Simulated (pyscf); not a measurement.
Four-centre exchange: HS–Ga(Cl)–Cl + hydrogen (H₂) → HS–GaH–Cl + hydrogen chloride (HCl)

Gas phase, singlet surface, charge 0. Bonds broken: Ga2–Cl3, H6–H7. Bonds formed: Ga2–H6, Cl3–H7. PySCF, gas phase, ωB97X-D3(BJ)/def2-SVP geometries.

Transition state (Å):

```xyz
7

S      1.3210     1.1193    -0.0759
Ga    -0.3305    -0.2308    -0.5327
Cl    -2.2839     0.1983     0.8422
Cl    -0.9831    -0.6579    -2.5195
H      1.4626     1.4749    -1.3686
H     -0.4695    -1.5808     0.4872
H     -1.3556    -1.0211     0.8568
```

One imaginary mode, 1137i cm⁻¹; descent along it reached the two sides named, in the forms told below.

| bond | change | reactant side (Å) | saddle | product side |
|---|---|---|---|---|
| Ga2–Cl3 | breaks | 2.128 | 2.427 | 2.8 |
| H6–H7 | breaks | 0.762 | 1.111 | 3.6 |
| Ga2–H6 | forms | 2.7 | 1.698 | 1.546 |
| Cl3–H7 | forms | 3.0 | 1.533 | 1.294 |

Electronic energies relative to the separated reactants (eV):

| level | barrier | reaction energy | reverse barrier |
|---|---|---|---|
| ωB97X-D3(BJ)/def2-TZVP | 1.50 | +1.04 | 0.46 |
| PBE/def2-TZVP | 1.25 | +0.89 | 0.35 |
| r²SCAN/def2-TZVP | 1.31 | +0.98 | 0.33 |
| B3LYP-D3(BJ)/def2-TZVP | 1.45 | +0.95 | 0.50 |
| PBE0-D3(BJ)/def2-TZVP | 1.31 | +0.93 | 0.38 |
| M06-2X/def2-TZVP | 1.54 | +1.11 | 0.44 |
| ωB97M-D3(BJ)/def2-TZVP | 1.49 | +0.89 | 0.59 |
| HF/def2-TZVP | 2.07 | +0.91 | 1.17 |

With ωB97M-D3(BJ)/def2-TZVP energies and thermal terms (ideal gas, 1 atm, RRHO with modes under 100 cm⁻¹ raised to 100, one conformer, R ln 2 for chiral ones without a mode under 150 cm⁻¹), in eV:

```tsv
T (K)	ΔH‡	ΔG‡	ΔH	ΔG
298	1.48	1.84	+0.93	+0.86
600	1.45	2.23	+0.90	+0.81
900	1.44	2.62	+0.88	+0.78
1200	1.46	3.01	+0.87	+0.74
```

On the product side the descent ends in a complex, 0.31 eV under the separated species and 0.78 eV under the saddle at ωB97X-D3(BJ)/def2-TZVP. This is the saddle that the search found; another between the same sides may lie lower. Elements up to Kr have no core potential and no relativistic terms here.
